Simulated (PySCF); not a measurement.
Magnetic susceptibility: `C/C=C(/F)CO`, C$_{4}$H$_{7}$FO

Molfile (atoms numbered from 1):
```
C4H7FO
     RDKit          3D

 13 12  0  0  0  0  0  0  0  0999 V2000
   -1.8447   -0.5174   -0.5441 C   0  0  0  0  0  0  0  0  0  0  0  0
   -1.0698    0.5750    0.1148 C   0  0  0  0  0  0  0  0  0  0  0  0
    0.2429    0.6640    0.2504 C   0  0  0  0  0  0  0  0  0  0  0  0
    0.7413    1.7840    0.8522 F   0  0  0  0  0  0  0  0  0  0  0  0
    1.3846   -0.2319   -0.1501 C   0  0  0  0  0  0  0  0  0  0  0  0
    1.0311   -1.4292   -0.7840 O   0  0  0  0  0  0  0  0  0  0  0  0
   -2.6719   -0.0844   -1.1031 H   0  0  0  0  0  0  0  0  0  0  0  0
   -2.2704   -1.1861    0.2057 H   0  0  0  0  0  0  0  0  0  0  0  0
   -1.2268   -1.0937   -1.2250 H   0  0  0  0  0  0  0  0  0  0  0  0
   -1.6535    1.3885    0.5257 H   0  0  0  0  0  0  0  0  0  0  0  0
    2.0102    0.3142   -0.8663 H   0  0  0  0  0  0  0  0  0  0  0  0
    1.9976   -0.4169    0.7467 H   0  0  0  0  0  0  0  0  0  0  0  0
    0.5786   -1.9976   -0.1506 H   0  0  0  0  0  0  0  0  0  0  0  0
  1  2  1  0
  2  3  2  0
  3  4  1  0
  3  5  1  0
  5  6  1  0
  1  7  1  0
  1  8  1  0
  1  9  1  0
  2 10  1  0
  5 11  1  0
  5 12  1  0
  6 13  1  0
M  END
```

Theory: GIAO KT3/pcSseg-1 magnetisability, rotational g tensor and spin-rotation constants, non-relativistic, gas phase in PySCF. Geometry: GFN2-xTB, dihedral held. The dihedral F4–C3–C5–O6 is held at 180°.

**Question.** How diamagnetic is it, and how anisotropic?

**Answer.** Isotropic -845 × 10⁻³⁰ J/T², or -50.9 × 10⁻⁶ cm³/mol; principal values -931, -841, -762 × 10⁻³⁰ J/T², anisotropy 147 × 10⁻³⁰ J/T² (root of half the summed squared differences of the principal values). The susceptibility is in cgs units.

**Question.** Split it along the inertial axes a, b, c into diamagnetic and paramagnetic parts about the centre of mass, with the quadrupole moment.

**Answer.** 
| axis | χ (10⁻⁶ cm³/mol) | diamagnetic (10⁻⁶ cm³/mol) | paramagnetic (10⁻⁶ cm³/mol) | summed x² of all electrons (Å²) | quadrupole Θ (D Å) |
| --- | --- | --- | --- | --- | --- |
| a | -56.0 | -390.0 | 334.0 | 86.0 | -2.94 |
| b | -46.1 | -411.9 | 365.8 | 80.9 | +1.22 |
| c | -50.5 | -707.9 | 657.4 | 11.1 | +1.71 |

Anisotropies 2χaa − χbb − χcc = -15.3 and 2χbb − χaa − χcc = +14.4 × 10⁻⁶ cm³/mol. Θ is traceless in Buckingham's convention.

**Question.** And the rotational g tensor?

**Answer.** 
```csv
axis,rotational constant (GHz),g,nuclear part,electronic part
a,3.8804,-0.0107,0.5983,-0.6089
b,3.4010,-0.0291,0.5554,-0.5845
c,1.8642,-0.0123,0.5635,-0.5757
```
Asymmetric top; isotopes 12C, 19F, 1H, 16O; no vibrational averaging.
